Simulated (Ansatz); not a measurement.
**Al2P (quartet): wave-function methods side by side, def2-QZVPP**

The task here is to estimate one member of a computed series from the others.

Method: def2-QZVPP, core rule «outside noble gas», up to 15 orbitals frozen; program: Ansatz 0.2.0, Gaussian basis.

The runs, in order: UHF; ROHF; CCSD(T) on UHF.

6 further runs of the same task are left out: 6 set aside as unsound or not needed.

## What is computed

The geometry is a PBE0/def2-TZVP stationary point (not a proven minimum).

3 atoms, charge 0, spin multiplicity 4.

Atoms are counted from 1 here; the program's logs count them from 0.

Bond lengths: Al1–P2 2.259 Å, Al1–Al3 2.665 Å, P2–Al3 2.259 Å. Angles: P2–Al1–Al3 53.9°, Al1–P2–Al3 72.3°, Al1–Al3–P2 53.9°.

Set-up of the first run:

in.yaml reads:

```yaml
crystal:
  periodic: [false, false, false]
  atoms:
    - {symbol: Al, position_ang: [0.000000, -0.665301, -1.332700]}
    - {symbol: P, position_ang: [0.000000, 1.159099, 0.000000]}
    - {symbol: Al, position_ang: [0.000000, -0.665301, 1.332700]}
basis:
  gaussian: {orbitals: "def2-QZVPP.json"}
magnetization: {spin_polarized: true, initial_magnetization: 3}
hamiltonian: {xc: hf}
output: {orbitals: {seedname: orbitals}}
```

Started as:

```
$ ansatz run in.yaml --threads 1 --pin off --events-out ev --progress --plain --max-ram 2393MiB
```

Steps of the session up to this table: UHF; ROHF; CCSD(T) on UHF.

One of the session's tables, all rows but one given; the rest of the session is left out.

It belongs to the step «Misses and costs». 

| method | from UCCSD(T) (meV) |
| --- | --- |
| ROHF | +8357.5 |
| UHF | +8126.1 |
| UMP2 | ? |
| UCCSD | +624.0 |
| UCCSD(T) | 0 |

Q: Estimate the row for UMP2 from the others.

As computed: from UCCSD(T) (meV): +1118.1. In the column «from UCCSD(T) (meV)» it lies between UCCSD (+624.0) and UHF (+8126.1).
